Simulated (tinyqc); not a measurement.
Worked calculation (part 1 of 2): RHF in the sto-3g basis, for LiH, spin multiplicity 1. Computed by tinyqc, a small Python program that keeps every step (integrals from PySCF). Settings: charge = 0, multiplicity = 1, basis = sto-3g, energy threshold = 1e-08, iteration cap = 90, orthogonalisation = canonical, start = Wolfsberg-Helmholz matrix, DIIS depth = 6, DIIS from iteration = 2, damping = 0.5, shift = 1.0, method = RHF. Command: `OMP_NUM_THREADS=1 python tinyqc.py 22889 22890 out.jsonl` (the two numbers bound the seeds that draw the settings). One thread of a shared host (Intel(R) Xeon(R) Processor @ 2.60GHz), about 0.09 s of CPU time with the checks. Later iterations appear only in the table of the cycle.

## One-electron integrals

Geometry (angstrom):
```
atom       x       y       z
Li    0.0000  0.0000  0.0000
H     0.0000  0.0000  1.5060
```

Basis sto-3g: exponents (1/bohr^2) and contraction coefficients of normalised primitives:
```
element  l (shell)  exponent  coefficient
Li           s (1)   16.1196       0.1543
Li           s (1)    2.9362       0.5353
Li           s (1)    0.7947       0.4446
Li           s (2)    0.6363      -0.1000
Li           s (2)    0.1479       0.3995
Li           s (2)    0.0481       0.7001
Li           p (3)    0.6363       0.1559
Li           p (3)    0.1479       0.6077
Li           p (3)    0.0481       0.3920
H            s (1)    3.4253       0.1543
H            s (1)    0.6239       0.5353
H            s (1)    0.1689       0.4446
```

Overlap, kinetic and nuclear-attraction integrals over the contracted functions; the nuclear repulsion is the sum of Za Zb / Rab.

nuclear repulsion = 1.054138 hartree

overlap S, lower triangle:
```
         1Li 1s  1Li 2s  1Li 2px  1Li 2py  1Li 2pz   2H 1s
1Li 1s   1.0000
1Li 2s   0.2411  1.0000
1Li 2px  0.0000  0.0000   1.0000
1Li 2py  0.0000  0.0000   0.0000   1.0000
1Li 2pz  0.0000  0.0000   0.0000   0.0000   1.0000
2H 1s    0.0812  0.4188   0.0000   0.0000   0.5292  1.0000
```

kinetic energy T (hartree), lower triangle:
```
          1Li 1s  1Li 2s  1Li 2px  1Li 2py  1Li 2pz   2H 1s
1Li 1s    3.5768
1Li 2s   -0.0202  0.1022
1Li 2px   0.0000  0.0000   0.3197
1Li 2py   0.0000  0.0000   0.0000   0.3197
1Li 2pz   0.0000  0.0000   0.0000   0.0000   0.3197
2H 1s    -0.0170  0.0486   0.0000   0.0000   0.1436  0.7600
```

nuclear attraction V (hartree), lower triangle:
```
          1Li 1s   1Li 2s  1Li 2px  1Li 2py  1Li 2pz    2H 1s
1Li 1s   -8.3343
1Li 2s   -1.0491  -1.5085
1Li 2px   0.0000   0.0000  -1.4644
1Li 2py   0.0000   0.0000   0.0000  -1.4644
1Li 2pz  -0.0182  -0.1272   0.0000   0.0000  -1.5667
2H 1s    -0.3538  -0.8019   0.0000   0.0000  -1.0283  -2.2766
```

core Hamiltonian H = T + V (hartree), lower triangle:
```
          1Li 1s   1Li 2s  1Li 2px  1Li 2py  1Li 2pz    2H 1s
1Li 1s   -4.7575
1Li 2s   -1.0693  -1.4063
1Li 2px   0.0000   0.0000  -1.1448
1Li 2py   0.0000   0.0000   0.0000  -1.1448
1Li 2pz  -0.0182  -0.1272   0.0000   0.0000  -1.2470
2H 1s    -0.3709  -0.7533   0.0000   0.0000  -0.8847  -1.5166
```

## Two-electron integrals

Functions are numbered as in S; the eight-fold symmetry (ij|kl) = (ji|kl) = (kl|ij) leaves the list below.

Two-electron integrals (ij|kl) in chemists' order, unique and non-zero (hartree):
```
(11|11) 1.6804   (21|11) 0.2654   (21|21) 0.0499   (22|11) 0.3977
(22|21) 0.0929   (22|22) 0.2906   (31|31) 0.0090   (32|31) 0.0138
(32|32) 0.0642   (33|11) 0.3966   (33|21) 0.0929   (33|22) 0.2905
(33|33) 0.3129   (41|41) 0.0090   (42|41) 0.0138   (42|42) 0.0642
(43|43) 0.0169   (44|11) 0.3966   (44|21) 0.0929   (44|22) 0.2905
(44|33) 0.2792   (44|44) 0.3129   (51|51) 0.0090   (52|51) 0.0138
(52|52) 0.0642   (53|53) 0.0169   (54|54) 0.0169   (55|11) 0.3966
(55|21) 0.0929   (55|22) 0.2905   (55|33) 0.2792   (55|44) 0.2792
(55|55) 0.3129   (61|11) 0.0873   (61|21) 0.0165   (61|22) 0.0311
(61|33) 0.0308   (61|44) 0.0308   (61|51) 0.0019   (61|52) 0.0037
(61|55) 0.0319   (61|61) 0.0060   (62|11) 0.1660   (62|21) 0.0390
(62|22) 0.1247   (62|33) 0.1188   (62|44) 0.1188   (62|51) 0.0064
(62|52) 0.0355   (62|55) 0.1364   (62|61) 0.0153   (62|62) 0.0833
(63|31) 0.0035   (63|32) 0.0153   (63|53) 0.0058   (63|63) 0.0068
(64|41) 0.0035   (64|42) 0.0153   (64|54) 0.0058   (64|64) 0.0068
(65|11) 0.1948   (65|21) 0.0464   (65|22) 0.1541   (65|33) 0.1440
(65|44) 0.1440   (65|51) 0.0100   (65|52) 0.0542   (65|55) 0.1742
(65|61) 0.0191   (65|62) 0.1137   (65|65) 0.1584   (66|11) 0.3494
(66|21) 0.0837   (66|22) 0.2899   (66|33) 0.2652   (66|44) 0.2652
(66|51) 0.0168   (66|52) 0.1084   (66|55) 0.3388   (66|61) 0.0347
(66|62) 0.2369   (66|65) 0.3376   (66|66) 0.7746
```

## Orthogonalisation

S = U s U^T; canonical form X = U s^(-1/2), so that X^T S X = 1. Each column of U has its largest component positive (the first on a tie).

eigenvalues of S: 0.3213  0.7978  1.0000  1.0000  1.1659  1.7150

X:
```
               1        2        3       4        5       6
1Li 1s    0.1403   0.8081   0.0000  0.0000   0.5972  0.1821
1Li 2s   -0.8095  -0.6222   0.0000  0.0000   0.4647  0.3652
1Li 2px   0.0000   0.0000  -0.6536  0.7568   0.0000  0.0000
1Li 2py   0.0000   0.0000   0.7568  0.6536   0.0000  0.0000
1Li 2pz  -0.9600   0.4313   0.0000  0.0000  -0.5095  0.3839
2H 1s     1.2312  -0.1648   0.0000  0.0000  -0.1597  0.5188
```

Within a degenerate level the vectors are fixed only up to a rotation; this is one choice.

## Starting guess

The start is the generalised Wolfsberg-Helmholz matrix (K = 1.75) built on H; D = 2 C_occ C_occ^T.

D at the start, lower triangle:
```
          1Li 1s  1Li 2s  1Li 2px  1Li 2py  1Li 2pz   2H 1s
1Li 1s    1.9886
1Li 2s    0.0212  0.1160
1Li 2px   0.0000  0.0000   0.0000
1Li 2py   0.0000  0.0000   0.0000   0.0000
1Li 2pz  -0.1109  0.1881   0.0000   0.0000   0.3156
2H 1s    -0.1568  0.3018   0.0000   0.0000   0.5049  0.8078
```

## Iteration 1: building the Fock matrix

J_ij = sum D_kl (ij|kl), K_ij = sum D_kl (ik|jl); F = H + J - 0.5 K; E = tr D H + tr D J / 2 - 0.25 tr D K + E_nn.

Coulomb J (hartree), lower triangle:
```
         1Li 1s  1Li 2s  1Li 2px  1Li 2py  1Li 2pz   2H 1s
1Li 1s   4.0761
1Li 2s   0.7029  1.3756
1Li 2px  0.0000  0.0000   1.3362
1Li 2py  0.0000  0.0000   0.0000   1.3362
1Li 2pz  0.0302  0.1836   0.0000   0.0000   1.4471
2H 1s    0.2436  0.7528   0.0000   0.0000   0.9758  1.9747
```

exchange K (hartree), lower triangle:
```
          1Li 1s  1Li 2s  1Li 2px  1Li 2py  1Li 2pz   2H 1s
1Li 1s    3.3509
1Li 2s    0.5625  0.3233
1Li 2px   0.0000  0.0000   0.0506
1Li 2py   0.0000  0.0000   0.0000   0.0506
1Li 2pz  -0.0041  0.2919   0.0000   0.0000   0.4582
2H 1s     0.1936  0.4966   0.0000   0.0000   0.6795  1.2094
```

Fock matrix F (hartree), lower triangle:
```
          1Li 1s   1Li 2s  1Li 2px  1Li 2py  1Li 2pz    2H 1s
1Li 1s   -2.3569
1Li 2s   -0.6477  -0.1924
1Li 2px   0.0000   0.0000   0.1661
1Li 2py   0.0000   0.0000   0.0000   0.1661
1Li 2pz   0.0140  -0.0895   0.0000   0.0000  -0.0290
2H 1s    -0.2240  -0.2487   0.0000   0.0000  -0.2487  -0.1465
```

total energy of this density = -7.843603 hartree

This density is the starting one.

## Iteration 1: diagonalisation and new density

A level shift of 1 hartree raises the virtual space: F + shift (S - S D(s) S), with D(s) the density of one spin (D/2). Diagonalise F' = X^T F X, C = X C', fill 2 alpha and 2 beta electrons from the bottom; D = 2 C_occ C_occ^T; the new density keeps 0.5 of the old one (damping). Each column has its largest component positive (the first on a tie).

F' = X^T F X (hartree), lower triangle:
```
         1        2       3       4        5        6
1   1.5840
2  -0.1195  -0.2698
3   0.0000   0.0000  1.1661
4   0.0000   0.0000  0.0000  1.1661
5  -0.0685  -1.5737  0.0000  0.0000  -0.7876
6  -0.1037  -0.5002  0.0000  0.0000  -0.4358  -0.4797
```

orbital energies (hartree): MO1 -2.3598, MO2 -0.2584, MO3 1.0699, MO4 1.1661, MO5 1.1661, MO6 1.5953

coefficients C:
```
             MO1      MO2      MO3     MO4      MO5      MO6
1Li 1s    0.9903  -0.1335  -0.2375  0.0000   0.0000   0.0868
1Li 2s    0.0354   0.2786   0.8617  0.0000   0.0000  -0.7553
1Li 2px   0.0000   0.0000   0.0000  0.6210   0.7838   0.0000
1Li 2py   0.0000   0.0000   0.0000  0.7838  -0.6210   0.0000
1Li 2pz  -0.0072   0.4142  -0.5496  0.0000   0.0000  -1.0203
2H 1s     0.0055   0.6005  -0.0334  0.0000   0.0000   1.2149
```

D after iteration 1, lower triangle:
```
          1Li 1s  1Li 2s  1Li 2px  1Li 2py  1Li 2pz   2H 1s
1Li 1s    1.9929
1Li 2s    0.0084  0.1369
1Li 2px   0.0000  0.0000   0.0000
1Li 2py   0.0000  0.0000   0.0000   0.0000
1Li 2pz  -0.1179  0.2092   0.0000   0.0000   0.3294
2H 1s    -0.1532  0.3184   0.0000   0.0000   0.5011  0.7645
```

Within a degenerate level the vectors are fixed only up to a rotation; this is one choice.

## Iteration 2: building the Fock matrix

As before.

Coulomb J (hartree), lower triangle:
```
         1Li 1s  1Li 2s  1Li 2px  1Li 2py  1Li 2pz   2H 1s
1Li 1s   4.0798
1Li 2s   0.7034  1.3756
1Li 2px  0.0000  0.0000   1.3371
1Li 2py  0.0000  0.0000   0.0000   1.3371
1Li 2pz  0.0300  0.1823   0.0000   0.0000   1.4456
2H 1s    0.2437  0.7502   0.0000   0.0000   0.9713  1.9612
```

exchange K (hartree), lower triangle:
```
          1Li 1s  1Li 2s  1Li 2px  1Li 2py  1Li 2pz   2H 1s
1Li 1s    3.3534
1Li 2s    0.5611  0.3287
1Li 2px   0.0000  0.0000   0.0521
1Li 2py   0.0000  0.0000   0.0000   0.0521
1Li 2pz  -0.0041  0.2964   0.0000   0.0000   0.4572
2H 1s     0.1936  0.4982   0.0000   0.0000   0.6736  1.1895
```

Fock matrix F (hartree), lower triangle:
```
          1Li 1s   1Li 2s  1Li 2px  1Li 2py  1Li 2pz    2H 1s
1Li 1s   -2.3544
1Li 2s   -0.6465  -0.1950
1Li 2px   0.0000   0.0000   0.1663
1Li 2py   0.0000   0.0000   0.0000   0.1663
1Li 2pz   0.0139  -0.0931   0.0000   0.0000  -0.0300
2H 1s    -0.2240  -0.2522   0.0000   0.0000  -0.2502  -0.1502
```

total energy of this density = -7.847311 hartree

This density is a damped mixture and is not idempotent.

## Iteration 2: diagonalisation and new density

As before.

F' = X^T F X (hartree), lower triangle:
```
         1        2       3       4        5        6
1   1.5818
2  -0.1229  -0.2730
3   0.0000   0.0000  1.1663
4   0.0000   0.0000  0.0000  1.1663
5  -0.0752  -1.5751  0.0000  0.0000  -0.7795
6  -0.0890  -0.4904  0.0000  0.0000  -0.4404  -0.4868
```

orbital energies (hartree): MO1 -2.3573, MO2 -0.2638, MO3 1.0713, MO4 1.1663, MO5 1.1663, MO6 1.5924

coefficients C:
```
             MO1      MO2      MO3      MO4     MO5      MO6
1Li 1s    0.9905  -0.1367  -0.2355   0.0000  0.0000   0.0851
1Li 2s    0.0344   0.2937   0.8587   0.0000  0.0000  -0.7530
1Li 2px   0.0000   0.0000   0.0000   0.8251  0.5650   0.0000
1Li 2py   0.0000   0.0000   0.0000  -0.5650  0.8251   0.0000
1Li 2pz  -0.0074   0.4170  -0.5539   0.0000  0.0000  -1.0168
2H 1s     0.0061   0.5900  -0.0394   0.0000  0.0000   1.2199
```

D after iteration 2, lower triangle:
```
          1Li 1s  1Li 2s  1Li 2px  1Li 2py  1Li 2pz   2H 1s
1Li 1s    1.9963
1Li 2s   -0.0018  0.1559
1Li 2px   0.0000  0.0000   0.0000
1Li 2py   0.0000  0.0000   0.0000   0.0000
1Li 2pz  -0.1232  0.2268   0.0000   0.0000   0.3387
2H 1s    -0.1512  0.3327   0.0000   0.0000   0.4966  0.7304
```

Within a degenerate level the vectors are fixed only up to a rotation; this is one choice.

## Iteration 3: building the Fock matrix

As before.

Coulomb J (hartree), lower triangle:
```
         1Li 1s  1Li 2s  1Li 2px  1Li 2py  1Li 2pz   2H 1s
1Li 1s   4.0827
1Li 2s   0.7038  1.3757
1Li 2px  0.0000  0.0000   1.3378
1Li 2py  0.0000  0.0000   0.0000   1.3378
1Li 2pz  0.0299  0.1812   0.0000   0.0000   1.4443
2H 1s    0.2438  0.7481   0.0000   0.0000   0.9677  1.9503
```

exchange K (hartree), lower triangle:
```
          1Li 1s  1Li 2s  1Li 2px  1Li 2py  1Li 2pz   2H 1s
1Li 1s    3.3553
1Li 2s    0.5601  0.3336
1Li 2px   0.0000  0.0000   0.0534
1Li 2py   0.0000  0.0000   0.0000   0.0534
1Li 2pz  -0.0041  0.3001   0.0000   0.0000   0.4557
2H 1s     0.1936  0.4999   0.0000   0.0000   0.6684  1.1735
```

Fock matrix F (hartree), lower triangle:
```
          1Li 1s   1Li 2s  1Li 2px  1Li 2py  1Li 2pz    2H 1s
1Li 1s   -2.3525
1Li 2s   -0.6456  -0.1974
1Li 2px   0.0000   0.0000   0.1663
1Li 2py   0.0000   0.0000   0.0000   0.1663
1Li 2pz   0.0138  -0.0960   0.0000   0.0000  -0.0305
2H 1s    -0.2239  -0.2551   0.0000   0.0000  -0.2511  -0.1530
```

total energy of this density = -7.850201 hartree

This density is a damped mixture and is not idempotent.

## Iteration 3: DIIS over 2 matrices

error matrix X^T (FDS - SDF) X:
```
         1        2       3       4        5        6
1   0.0000  -0.0196  0.0000  0.0000  -0.0290   0.0621
2   0.0196   0.0000  0.0000  0.0000  -0.0257   0.0301
3   0.0000   0.0000  0.0000  0.0000   0.0000   0.0000
4   0.0000   0.0000  0.0000  0.0000   0.0000   0.0000
5   0.0290   0.0257  0.0000  0.0000   0.0000  -0.0315
6  -0.0621  -0.0301  0.0000  0.0000   0.0315   0.0000
```

B (overlaps of the stored error matrices):
```
               1              2
1  2.1726645e-02  1.8133895e-02
2  1.8133895e-02  1.5285739e-02
```

Minimise |sum c_i e_i|^2 with sum c_i = 1: solve [B -1; -1 0][c; lambda] = [0; -1] with B_ij = tr e_i^T e_j, and take F = sum c_i F_i.

DIIS coefficients: -3.8251  4.8251

extrapolated F (hartree), lower triangle:
```
          1Li 1s   1Li 2s  1Li 2px  1Li 2py  1Li 2pz    2H 1s
1Li 1s   -2.3451
1Li 2s   -0.6422  -0.2067
1Li 2px   0.0000   0.0000   0.1665
1Li 2py   0.0000   0.0000   0.0000   0.1665
1Li 2pz   0.0136  -0.1072   0.0000   0.0000  -0.0325
2H 1s    -0.2235  -0.2665   0.0000   0.0000  -0.2549  -0.1639
```

## Iteration 3: diagonalisation and new density

As before.

F' = X^T F X (hartree), lower triangle:
```
         1        2       3       4        5        6
1   1.5692
2  -0.1266  -0.2751
3   0.0000   0.0000  1.1665
4   0.0000   0.0000  0.0000  1.1665
5  -0.0818  -1.5762  0.0000  0.0000  -0.7643
6  -0.0735  -0.4720  0.0000  0.0000  -0.4447  -0.5051
```

orbital energies (hartree): MO1 -2.3480, MO2 -0.2821, MO3 1.0753, MO4 1.1665, MO5 1.1665, MO6 1.5794

coefficients C:
```
             MO1      MO2      MO3      MO4     MO5      MO6
1Li 1s    0.9907  -0.1413  -0.2327   0.0000  0.0000   0.0829
1Li 2s    0.0333   0.3136   0.8555   0.0000  0.0000  -0.7487
1Li 2px   0.0000   0.0000   0.0000   0.7949  0.6067   0.0000
1Li 2py   0.0000   0.0000   0.0000  -0.6067  0.7949   0.0000
1Li 2pz  -0.0075   0.4167  -0.5585   0.0000  0.0000  -1.0144
2H 1s     0.0071   0.5790  -0.0512   0.0000  0.0000   1.2247
```

D after iteration 3, lower triangle:
```
          1Li 1s  1Li 2s  1Li 2px  1Li 2py  1Li 2pz   2H 1s
1Li 1s    1.9997
1Li 2s   -0.0122  0.1774
1Li 2px   0.0000  0.0000   0.0000
1Li 2py   0.0000  0.0000   0.0000   0.0000
1Li 2pz  -0.1279  0.2438   0.0000   0.0000   0.3430
2H 1s    -0.1504  0.3482   0.0000   0.0000   0.4895  0.7005
```

Within a degenerate level the vectors are fixed only up to a rotation; this is one choice.

## Iteration 4: building the Fock matrix

As before.

Coulomb J (hartree), lower triangle:
```
         1Li 1s  1Li 2s  1Li 2px  1Li 2py  1Li 2pz   2H 1s
1Li 1s   4.0852
1Li 2s   0.7041  1.3757
1Li 2px  0.0000  0.0000   1.3384
1Li 2py  0.0000  0.0000   0.0000   1.3384
1Li 2pz  0.0299  0.1804   0.0000   0.0000   1.4430
2H 1s    0.2438  0.7462   0.0000   0.0000   0.9645  1.9405
```

exchange K (hartree), lower triangle:
```
          1Li 1s  1Li 2s  1Li 2px  1Li 2py  1Li 2pz   2H 1s
1Li 1s    3.3570
1Li 2s    0.5591  0.3393
1Li 2px   0.0000  0.0000   0.0548
1Li 2py   0.0000  0.0000   0.0000   0.0548
1Li 2pz  -0.0042  0.3039   0.0000   0.0000   0.4526
2H 1s     0.1933  0.5024   0.0000   0.0000   0.6627  1.1588
```

Fock matrix F (hartree), lower triangle:
```
          1Li 1s   1Li 2s  1Li 2px  1Li 2py  1Li 2pz    2H 1s
1Li 1s   -2.3508
1Li 2s   -0.6447  -0.2003
1Li 2px   0.0000   0.0000   0.1663
1Li 2py   0.0000   0.0000   0.0000   0.1663
1Li 2pz   0.0138  -0.0988   0.0000   0.0000  -0.0303
2H 1s    -0.2237  -0.2583   0.0000   0.0000  -0.2516  -0.1555
```

total energy of this density = -7.852781 hartree

This density is a damped mixture and is not idempotent.

## Iteration 4: DIIS over 3 matrices

error matrix X^T (FDS - SDF) X:
```
         1        2       3       4        5        6
1   0.0000  -0.0142  0.0000  0.0000  -0.0207   0.0491
2   0.0142   0.0000  0.0000  0.0000  -0.0214   0.0301
3   0.0000   0.0000  0.0000  0.0000   0.0000   0.0000
4   0.0000   0.0000  0.0000  0.0000   0.0000   0.0000
5   0.0207   0.0214  0.0000  0.0000   0.0000  -0.0300
6  -0.0491  -0.0301  0.0000  0.0000   0.0300   0.0000
```

B (overlaps of the stored error matrices), lower triangle:
```
               1              2              3
1  2.1726645e-02
2  1.8133895e-02  1.5285739e-02
3  1.4855267e-02  1.2660000e-02  1.0610599e-02
```

As before.

DIIS coefficients: 25.3556  -57.6350  33.2794

extrapolated F (hartree), lower triangle:
```
          1Li 1s   1Li 2s  1Li 2px  1Li 2py  1Li 2pz    2H 1s
1Li 1s   -2.3446
1Li 2s   -0.6402  -0.2304
1Li 2px   0.0000   0.0000   0.1638
1Li 2py   0.0000   0.0000   0.0000   0.1638
1Li 2pz   0.0141  -0.1129   0.0000   0.0000  -0.0101
2H 1s    -0.2209  -0.2841   0.0000   0.0000  -0.2402  -0.1644
```

## Iteration 4: diagonalisation and new density

As before.

F' = X^T F X (hartree), lower triangle:
```
         1        2       3       4        5        6
1   1.5659
2  -0.1292  -0.2887
3   0.0000   0.0000  1.1638
4   0.0000   0.0000  0.0000  1.1638
5  -0.0844  -1.5793  0.0000  0.0000  -0.7498
6  -0.0619  -0.4427  0.0000  0.0000  -0.4667  -0.5089
```

orbital energies (hartree): MO1 -2.3473, MO2 -0.2842, MO3 1.0739, MO4 1.1638, MO5 1.1638, MO6 1.5760

coefficients C:
```
             MO1      MO2      MO3      MO4     MO5      MO6
1Li 1s    0.9909  -0.1478  -0.2281   0.0000  0.0000   0.0817
1Li 2s    0.0328   0.3424   0.8476   0.0000  0.0000  -0.7451
1Li 2px   0.0000   0.0000   0.0000  -0.6381  0.7700   0.0000
1Li 2py   0.0000   0.0000   0.0000   0.7700  0.6381   0.0000
1Li 2pz  -0.0074   0.4048  -0.5682   0.0000  0.0000  -1.0138
2H 1s     0.0065   0.5714  -0.0711   0.0000  0.0000   1.2273
```

D after iteration 4, lower triangle:
```
          1Li 1s  1Li 2s  1Li 2px  1Li 2py  1Li 2pz   2H 1s
1Li 1s    2.0037
1Li 2s   -0.0242  0.2070
1Li 2px   0.0000  0.0000   0.0000
1Li 2py   0.0000  0.0000   0.0000   0.0000
1Li 2pz  -0.1311  0.2603   0.0000   0.0000   0.3355
2H 1s    -0.1532  0.3699   0.0000   0.0000   0.4760  0.6768
```

Within a degenerate level the vectors are fixed only up to a rotation; this is one choice.

## Iteration 54 (converged): orbitals

converged F (hartree), lower triangle:
```
          1Li 1s   1Li 2s  1Li 2px  1Li 2py  1Li 2pz    2H 1s
1Li 1s   -2.3442
1Li 2s   -0.6400  -0.2312
1Li 2px   0.0000   0.0000   0.1638
1Li 2py   0.0000   0.0000   0.0000   0.1638
1Li 2pz   0.0135  -0.1117   0.0000   0.0000  -0.0099
2H 1s    -0.2210  -0.2838   0.0000   0.0000  -0.2409  -0.1689
```

Diagonalise F' = X^T F X, C = X C', fill 2 alpha and 2 beta electrons from the bottom; D = 2 C_occ C_occ^T. Each column has its largest component positive (the first on a tie).

F' = X^T F X (hartree), lower triangle:
```
         1        2       3       4        5        6
1   0.5643
2  -0.1080  -0.8790
3   0.0000   0.0000  0.1638
4   0.0000   0.0000  0.0000  0.1638
5  -0.0608  -1.0890  0.0000  0.0000  -1.1583
6  -0.0299  -0.3977  0.0000  0.0000  -0.5047  -0.5153
```

orbital energies (hartree): MO1 -2.3469, MO2 -0.2931, MO3 0.0790, MO4 0.1638, MO5 0.1638, MO6 0.5728

coefficients C:
```
             MO1      MO2      MO3      MO4     MO5      MO6
1Li 1s    0.9911  -0.1740  -0.2088   0.0000  0.0000   0.0798
1Li 2s    0.0320   0.4466   0.8013   0.0000  0.0000  -0.7411
1Li 2px   0.0000   0.0000   0.0000   0.9996  0.0299   0.0000
1Li 2py   0.0000   0.0000   0.0000  -0.0299  0.9996   0.0000
1Li 2pz  -0.0071   0.3494  -0.6128   0.0000  0.0000  -1.0085
2H 1s     0.0068   0.5443  -0.1340   0.0000  0.0000   1.2343
```

D after iteration 54, lower triangle:
```
          1Li 1s  1Li 2s  1Li 2px  1Li 2py  1Li 2pz   2H 1s
1Li 1s    2.0252
1Li 2s   -0.0919  0.4010
1Li 2px   0.0000  0.0000   0.0000
1Li 2py   0.0000  0.0000   0.0000   0.0000
1Li 2pz  -0.1357  0.3116   0.0000   0.0000   0.2442
2H 1s    -0.1759  0.4866   0.0000   0.0000   0.3802  0.5926
```

Within a degenerate level the vectors are fixed only up to a rotation; this is one choice.
